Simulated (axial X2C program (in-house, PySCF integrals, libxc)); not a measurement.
**B₂⁻: EOM-EA-CCSD levels**

Aim: EOM-EA-CCSD levels of B₂⁻, with spin–orbit coupling in the Hamiltonian from the start.

Computed with an in-house X2C program for linear molecules on PySCF integrals. Level: two-component X2C with atomic mean-field terms, B dyall-av3z.

All values are calculated.

## Step 1: The job

The input, task.json:

```json
{"zs": [5, 5], "q": -1, "bas": ["dyall-av3z", "dyall-av3z"], "r0": 1.7, "eom": "ea", "thr": -2.0, "nmax": 92, "grid": [1, 0.96, 1.045, 0.92, 1.09, 1.15], "rq": 0}
```

Keys: zs atomic numbers; q charge; bas basis sets; r0 starting distance in Å; eom kind of EOM run; thr threshold in hartree for freezing inner shells (an s shell follows its p shell); nmax most natural virtual spinors; grid distances as factors.

Launch:

```
$ python soeom.py task.json out
```

Further steps of the session: EOM-EA-CCSD at 1.518 Å.

Q: Predict the outcome of this session. Wanted: next root led by one particle; T1 of the reference.

**Answer**, as computed:

```
                     quantity                            value
       lowest root at 1.518 Å                Ω = 1/2, 1.729 eV
next root led by one particle  Ω = 1/2, about 2040 cm⁻¹ higher
          T1 of the reference                            0.038
```

What this shows: The added electron is bound by 1.73 eV in a spinor of 92% B pπ. The closed-shell reference lies 1.45 eV above the lowest determinant found, so these energies count from an excited configuration. Errors of 0.1 to 0.3 eV are usual at this size, and roots led by higher excitations are left out, so the list is incomplete, and low states of that kind can be missing. g and u states are not told apart. T1 or the largest double amplitude of the reference is raised, which lowers the reliability.
